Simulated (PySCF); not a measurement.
Compound: C₄H₆O (charge -1 and doublet state).
SMILES with atom numbers: `[O-:1][CH:2][CH:3]1[CH2:4][CH2:5]1` (hydrogens: H6 on C2; H7 on C3; H8, H9 on C4; H10, H11 on C5)

Structure used (PBE0-D3(BJ)/def2-SVP), in Å, numbered top down from 1:
```
atom  x, y, z in Å
O1     2.6067   -0.7047    0.1716
C2     1.4158   -0.7825   -0.2873
C3     0.2289   -0.2743    0.4603
C4    -0.4619    1.0705    0.1819
C5    -1.1223   -0.2306   -0.1863
H6     1.2124   -0.8201   -1.4047
H7     0.2403   -0.5244    1.5360
H8    -0.0402    1.6714   -0.6323
H9    -0.9121    1.6562    1.0023
H10   -1.1590   -0.5069   -1.2479
H11   -2.0050   -0.5464    0.3834
```

The hyperfine couplings belong to this conformer and change with its torsions.

Level of theory: PySCF, UKS B3LYP, IGLO-III on C O, pcH-1 on H, non-relativistic, mean-field spin-orbit, GIAO. Whether the extra electron is bound in the gas phase wasn't checked; a finite basis holds it in any case.

Task: How many α and β electrons are there, and what is ⟨S²⟩ of the pure spin state?

Result: Nα = 20, Nβ = 19 (39 in all), and S(S+1) = 0.75 for S = 1/2.

Mulliken spin populations, one withheld:

```
atom          bound to  population
  O1                C2     +0.2830
  C2        O1, C3, H6           ?
  C3    C2, C4, C5, H7     +0.0277
  C4    C3, C5, H8, H9     -0.0008
  C5  C4, C3, H10, H11     +0.0400
  H6                C2     -0.0371
  H7                C3     +0.0131
  H8                C4     +0.0145
  H9                C4     +0.0569
 H10                C5     -0.0007
 H11                C5     +0.0009
```

Task: What does C2 hold?

Result: 1 − (0.3975) gives +0.603, since all populations sum to 2S.

Task: Sum the populations by element and by sign.

Result: Carbon +0.67, oxygen +0.28, hydrogen +0.05. The positive populations sum to 1.04, the negative ones to -0.04.

Task: The run gives ⟨S²⟩ = 0.7541. What does that say of the overlap of α and β orbitals, and of the weight of higher spin?

Result: For a single determinant ⟨S²⟩ = S(S+1) + Nβ − Σ|⟨iα|jβ⟩|², so the squared overlaps of occupied orbitals sum to 19 − 0.0041 = 18.9959. If the quartet state (S + 1) were the only admixture, its weight would be 0.0041/(2S + 2) = 0.14 %. For Kohn–Sham this describes the determinant of the orbitals, not the true wave function.

Task: What Fermi-contact NMR shifts do the couplings of C3, H6, H7, H8/H10, H9/H11 imply at 298 K (Curie law, g = gₑ)?

Result: δ = a_FC·h·gₑ μB S(S+1)/(3 g_N μN kT), with k/h = 20836.6 MHz/K:

| nuclei | isotope | a_FC (MHz) | g_N | contact shift (ppm) |
| --- | --- | --- | --- | --- |
| C3 | 13C | -4.37 | 1.4048 | -460 |
| H6 | 1H | -22.74 | 5.5857 | -603 |
| H7 | 1H | 22.96 | 5.5857 | +608 |
| H8/H10 | 1H | -3.30 | 5.5857 | -87 |
| H9/H11 | 1H | 4.63 | 5.5857 | +123 |

The sign follows the spin density at the nucleus: positive density means a positive shift. Entries for several nuclei are means.

Nuclei that the bonding pattern makes equivalent are averaged, as if the motion that swaps them (rotation, inversion, ring flip) were fast. The 1H value of +4.6 MHz is a mean of couplings from -2.9 to 12.2 MHz in this one geometry, not an average over conformers.
